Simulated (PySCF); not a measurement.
## Two-photon absorption: SMILES C=CCCC, C5H10

Molfile (atoms numbered from 1):
```
C5H10
     RDKit          3D

 15 14  0  0  0  0  0  0  0  0999 V2000
    2.4716    0.9126    0.3277 C   0  0  0  0  0  0  0  0  0  0  0  0
    1.6213   -0.0391   -0.0304 C   0  0  0  0  0  0  0  0  0  0  0  0
    0.2665   -0.2527    0.5552 C   0  0  0  0  0  0  0  0  0  0  0  0
   -0.8503   -0.1429   -0.4790 C   0  0  0  0  0  0  0  0  0  0  0  0
   -2.2233   -0.4040    0.1146 C   0  0  0  0  0  0  0  0  0  0  0  0
    2.2260    1.6218    1.1125 H   0  0  0  0  0  0  0  0  0  0  0  0
    3.4414    1.0177   -0.1446 H   0  0  0  0  0  0  0  0  0  0  0  0
    1.9075   -0.7258   -0.8259 H   0  0  0  0  0  0  0  0  0  0  0  0
    0.0959    0.4673    1.3623 H   0  0  0  0  0  0  0  0  0  0  0  0
    0.2219   -1.2502    1.0117 H   0  0  0  0  0  0  0  0  0  0  0  0
   -0.8199    0.8539   -0.9302 H   0  0  0  0  0  0  0  0  0  0  0  0
   -0.6572   -0.8506   -1.2926 H   0  0  0  0  0  0  0  0  0  0  0  0
   -2.4460    0.3032    0.9182 H   0  0  0  0  0  0  0  0  0  0  0  0
   -3.0091   -0.3095   -0.6378 H   0  0  0  0  0  0  0  0  0  0  0  0
   -2.2852   -1.4108    0.5366 H   0  0  0  0  0  0  0  0  0  0  0  0
  1  2  2  0
  2  3  1  0
  3  4  1  0
  4  5  1  0
  1  6  1  0
  1  7  1  0
  2  8  1  0
  3  9  1  0
  3 10  1  0
  4 11  1  0
  4 12  1  0
  5 13  1  0
  5 14  1  0
  5 15  1  0
M  END
```

Computed, not measured: TDDFT CAM-B3LYP/def2-TZVPD excited states, vertical, gas phase in PySCF. Geometry: PBE0-D3(BJ)/def2-TZVP.

States above about 8.7 eV (minus the energy of the highest occupied orbital) lie near or above the ionisation threshold and depend on the basis.

Question: Give the one- and two-photon strengths of the lowest singlets.

Answer: δ for parallel linear polarisation; σ at the peak of a Lorentzian of half width 0.1 eV, single beam; Ω is circular over linear.
```tsv
state	E (eV)	f	photon λ (nm)	δ (au)	σ (GM)	Ω	main
S1	6.91	0.042	359	34.9	0.61	1.34	HOMO→LUMO 0.56, HOMO→LUMO+1 0.40
S2	7.33	0.413	338	30.1	0.59	0.50	HOMO→LUMO+2 0.91
S3	7.37	0.034	337	41.1	0.82	1.47	HOMO→LUMO+3 0.81
S4	7.64	0.015	325	40.4	0.86	0.63	HOMO→LUMO+1 0.38, HOMO→LUMO 0.25
S5	7.95	0.013	312	99.8	2.31	0.61	HOMO→LUMO+4 0.71, HOMO→LUMO+3 0.10
S6	8.11	0.000	306	4.13	0.10	0.80	HOMO−2→LUMO+2 0.73
```

Among these, the strongest one-photon state is S2, the strongest two-photon state S5, with a dipole change of 7.6 D (relaxed, norm of the difference vector).
